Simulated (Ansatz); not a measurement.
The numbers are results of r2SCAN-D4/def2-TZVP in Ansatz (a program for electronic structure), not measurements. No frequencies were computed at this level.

Ansatz 0.2 input:
```yaml
crystal:
  periodic: [false, false, false]
  atoms:
    - { symbol: N, position_ang: [-0.00012, 0.388452, -0.000001] }
    - { symbol: H, position_ang: [0.830036, -0.193967, -0.000003] }
    - { symbol: H, position_ang: [-0.829916, -0.194483, 0.000003] }
basis:
  gaussian: { orbitals: def2-tzvp }
hamiltonian:
  xc: r2scan
  dispersion: d4
relax:
  max_steps: 150
magnetization:
  spin_polarized: true
  initial_magnetization: 1
```

Output:

```
Functional definition: r2SCAN
243 factors; their error is unknown
mean field evaluation 1: about -1517.2432 eV, gradient 2.8e1 eV
mean field evaluation 2: about -1515.0033 eV, gradient 3.5e1 eV
mean field evaluation 4: about -1520.2769 eV, gradient 2.5e-1 eV
mean field evaluation 8: about -1520.2697 eV, gradient 3.3e-3 eV
mean field -1520.26969337 eV, -55.8688807557 hartree, gradient 2.3e-5 eV, S^2 0.754838; 0 other end points of the search recorded, 0 dependent functions left out
reference -1520.26969992 eV, -55.8688809961 hartree; 5, 4 occupied and 38, 39 virtual orbitals, 243 factors
relax step   1: F+E_penalty+E_count = -1520.27115919 eV  Δ(F+E_penalty+E_count) = +0.000e0 eV  max|allowed force component| = 1.214e0 eV/Å  Δτ_max = 0.0000 Å  (30 SCF iters, accepted)
these checks for a lower state are left out or cut short: starts, cluster_reference, orbital_swaps, neighbouring_geometries, increment
243 factors; their error is unknown
mean field evaluation 16: about -1520.3036 eV, gradient 4.4e-3 eV
mean field -1520.29645404 eV, -55.8698641921 hartree, gradient 1.7e-5 eV, S^2 0.754852; 0 other end points of the search recorded, 0 dependent functions left out
reference -1520.29646066 eV, -55.8698644355 hartree; 5, 4 occupied and 38, 39 virtual orbitals, 243 factors
relax step   2: F+E_penalty+E_count = -1520.29793221 eV  Δ(F+E_penalty+E_count) = -2.677e-2 eV  max|allowed force component| = 6.006e-1 eV/Å  Δτ_max = 0.0203 Å  (34 SCF iters, accepted)
these checks for a lower state are left out or cut short: starts, cluster_reference, orbital_swaps, neighbouring_geometries, increment
243 factors; their error is unknown
mean field -1520.30500647 eV, -55.8701784878 hartree, gradient 1.8e-5 eV, S^2 0.754865; 0 other end points of the search recorded, 0 dependent functions left out
reference -1520.30501315 eV, -55.8701787335 hartree; 5, 4 occupied and 38, 39 virtual orbitals, 243 factors
relax step   3: F+E_penalty+E_count = -1520.30649738 eV  Δ(F+E_penalty+E_count) = -8.565e-3 eV  max|allowed force component| = 5.380e-2 eV/Å  Δτ_max = 0.0219 Å  (34 SCF iters, accepted)
these checks for a lower state are left out or cut short: starts, cluster_reference, orbital_swaps, neighbouring_geometries, increment
243 factors; their error is unknown
mean field evaluation 32: about -1520.3121 eV, gradient 1.9e-4 eV
mean field -1520.30519093 eV, -55.8701852670 hartree, gradient 1.8e-5 eV, S^2 0.754878; 0 other end points of the search recorded, 0 dependent functions left out
reference -1520.30519762 eV, -55.8701855127 hartree; 5, 4 occupied and 38, 39 virtual orbitals, 243 factors
relax step   4: F+E_penalty+E_count = -1520.30668181 eV  Δ(F+E_penalty+E_count) = -1.844e-4 eV  max|allowed force component| = 3.332e-2 eV/Å  Δτ_max = 0.0048 Å  (34 SCF iters, accepted)
these checks for a lower state are left out or cut short: starts, cluster_reference, orbital_swaps, neighbouring_geometries, increment
243 factors; their error is unknown
mean field -1520.30522839 eV, -55.8701866435 hartree, gradient 1.8e-5 eV, S^2 0.754872; 0 other end points of the search recorded, 0 dependent functions left out
reference -1520.30523508 eV, -55.8701868891 hartree; 5, 4 occupied and 38, 39 virtual orbitals, 243 factors
relax step   5: F+E_penalty+E_count = -1520.30671875 eV  Δ(F+E_penalty+E_count) = -3.693e-5 eV  max|allowed force component| = 1.067e-4 eV/Å  Δτ_max = 0.0012 Å  (36 SCF iters, accepted)
243 factors; their error is unknown
mean field evaluation 64: about -1520.3052 eV, gradient 1.1e-4 eV
mean field -1520.30522839 eV, -55.8701866435 hartree, gradient 1.8e-5 eV, S^2 0.754872; 1 other end points of the search recorded, 0 dependent functions left out
reference -1520.30523508 eV, -55.8701868891 hartree; 5, 4 occupied and 38, 39 virtual orbitals, 243 factors
Total energy: -1520.30672543 eV, -55.8702416586 hartree
Atom 0 at    -0.000132     0.428311    -0.000001 Å, force     0.000000    -0.000107     0.000000 eV/Å
Atom 1 at     0.803283    -0.213905    -0.000003 Å, force    -0.000070     0.000053     0.000000 eV/Å
Atom 2 at    -0.803151    -0.214404     0.000003 Å, force     0.000070     0.000053    -0.000000 eV/Å
Dipole moment:     0.000126    -0.405092     0.000001 e Å
```

Cost: about 4 core-seconds (a rough figure).
